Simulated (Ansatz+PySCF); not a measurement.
## doublet HClO(+): levels of theory in one basis

```xyz
3

O     0.0000   -0.4465    0.2863
H     0.0000    0.2981    0.9453
Cl    0.0000    0.1484   -1.2316
```

Basis set: cc-pVTZ on H, O; cc-pV(T+d)Z on Cl (spherical functions). Correlated methods keep 6 orbitals frozen. Correlation on ROHF uses semicanonical orbitals with singles. Charge 1, multiplicity 2.

Computed with Ansatz (development build ahead of 0.2.0); each method stands on the lowest determinant of its kind that the runs found.

| method | E − E(ROHF) (eV) | <S²> of the determinant |
| --- | --- | --- |
| ROHF | 0.00 | 0.75 |
| UHF | -0.27 | 0.78 |
| ROHF-MP2 | -11.66 | – |
| UHF-MP2 | -11.37 | 0.78 |

Problem. What does ROHF-CCSD(T) give on the same scale?

Solution. -12.77 eV.

Problem. Is a single determinant a sound starting point here?

Solution. It is doubtful. Unrestricted orbitals gain 0.27 eV with <S²> 0.78 against 0.75 for a pure state, but the cluster amplitudes or the share of triples are large.

Caution for ROHF-MP2, ROHF-CCSD(T): large amplitudes, a single reference is doubtful. Caution for ROHF-MP2, UHF-MP2: forces differ strongly between restricted and unrestricted references; MP2 on this radical cation hangs on the determinant chosen. Caution for ROHF-MP2: another reference gives a lower total.
